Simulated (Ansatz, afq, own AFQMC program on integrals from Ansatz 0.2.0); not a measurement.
**Atomization energy of Al$_{2}$H, doublet**

```xyz
3

Al    0.0000    0.0000    0.3526
Al    0.0000    0.0000   -2.3244
H     0.0000    0.0000    1.9718
```

Connectivity, by distances: AlH–Al.

Atoms in their ground-state spins without spin–orbit coupling (mostly on UHF) minus the molecule (UHF), without zero-point energy. The geometry is a stationary point, not shown to be a minimum.

Basis 6-31G. Only valence electrons are correlated. AFQMC by an in-house program on the Cholesky factors that Ansatz 0.2.0 writes for its CCSD(T) run. The CISD trial takes its coefficients from CCSD amplitudes. Released means that phaseless walkers are propagated on without the constraint, phases kept. Uncertainties: one standard error, sampling alone. The errors of all members are added in quadrature.

Full CI is exact in this basis; where marked, its frozen core comes from its own orbitals, which moves totals by up to a few meV.

Errors are counted within 6-31G, not against nature.

Cautions: Al₂H (doublet): an unrestricted solution with more broken spin lies lower, full CI with its own frozen core.

Reference (full CI): 3.076 eV.

```json
{"level": "HF", "atomization energy (eV)": "2.397", "error against FCI (eV)": "-0.679"}
{"level": "MP2", "atomization energy (eV)": "2.937", "error against FCI (eV)": "-0.138"}
{"level": "CCSD", "atomization energy (eV)": "2.996", "error against FCI (eV)": "-0.079"}
{"level": "CCSD(T)", "atomization energy (eV)": "3.046", "error against FCI (eV)": "-0.029"}
{"level": "ph-AFQMC/HF", "atomization energy (eV)": "3.102 ± 0.019", "error against FCI (eV)": "0.026 ± 0.019"}
```

Correlation beyond CCSD(T) adds 0.029 eV. The perturbative (T) step is worth +0.050 eV.

A walk keeps the symmetry of its determinant, which the program's search chose and which needn't be the lowest solution, so a lower state of the same spin and another symmetry isn't excluded.
